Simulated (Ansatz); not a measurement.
Geometry optimisation, Ansatz 0.2.0, RKS PBE0/def2-SVP.

Input:

```yaml
crystal:
  periodic: [false, false, false]
  atoms:
    - { symbol: Si, position_ang: [0.0, 0.0, 0.0] }
    - { symbol: "N", position_ang: [0.0, 0.0, 2.17] }
    - { symbol: H, position_ang: [-0.877, -0.2713, 2.7] }
    - { symbol: H, position_ang: [0.877, 0.2713, 2.7] }
    - { symbol: H, position_ang: [1.3768, 0.0, -0.4862] }
    - { symbol: H, position_ang: [-0.6877, 1.1914, -0.4862] }
    - { symbol: H, position_ang: [-0.6877, -1.1914, -0.4862] }
    - { symbol: F, position_ang: [0.9864, -1.498, 0.596] }
    - { symbol: H, position_ang: [0.6732, -1.0222, 1.6919] }
basis:
  gaussian: { orbitals: def2-SVP }
hamiltonian:
  xc: pbe0
relax:
  f_tol: 0.15
  max_steps: 25
  restrain:
    - { distance: [0, 7], at: 2.79, k: 30.0 }
    - { distance: [8, 1], at: 2.26, k: 30.0 }
    - { distance: [0, 1], at: 1.82, k: 30.0 }
    - { distance: [8, 7], at: 0.92, k: 30.0 }
```

Run as:

```bash
$ ansatz run input.yaml --threads 1 --pin off --max-ram 2048MiB --backend cpu --events-out ev --progress --plain --runs-dir out
```

Problem. Where does it end, and by what steps?

Solution. The run converged. The restraints hold the end off the free minimum; the threshold counts their pulls, which the force column leaves out. Restrained pairs: Si1–F8 (1.89 → 2.80 Å), N2–H9 (1.31 → 2.25 Å), Si1–N2 (2.17 → 1.80 Å), F8–H9 (1.24 → 0.93 Å). After 9 steps the energy has fallen by 2.173 eV (the restraints' own energy left out); H9 moved furthest, 0.95 Å.

```
step  energy less start (eV)  largest force component (eV/Å)  accepted
   0                  0.0000                           2.290       yes
   1                 -0.3660                           3.064       yes
   2                 -0.6537                           3.464       yes
   3                 -1.1948                           2.750       yes
   4                 -1.9457                           0.899       yes
   5                 -1.9924                           1.007       yes
   6                 -1.9878                           2.025        no
   7                 -2.0688                           0.971       yes
   8                 -2.1308                           0.823       yes
   9                 -2.1726                           0.772       yes
```

```xyz
9
Properties=species:S:1:pos:R:3
Si -0.075 0.145 0.179
N -0.031 0.042 1.974
H -0.939 0.060 2.437
H 0.581 0.715 2.430
H 1.323 0.270 -0.307
H -0.826 1.356 -0.293
H -0.802 -1.043 -0.338
F 1.355 -2.194 0.747
H 1.074 -1.872 1.570
```

The run took 11 s on 1 thread of AMD EPYC 9R45 96-Core Processor (Zen 5), with other jobs on the host, peak memory 0.15 GiB.
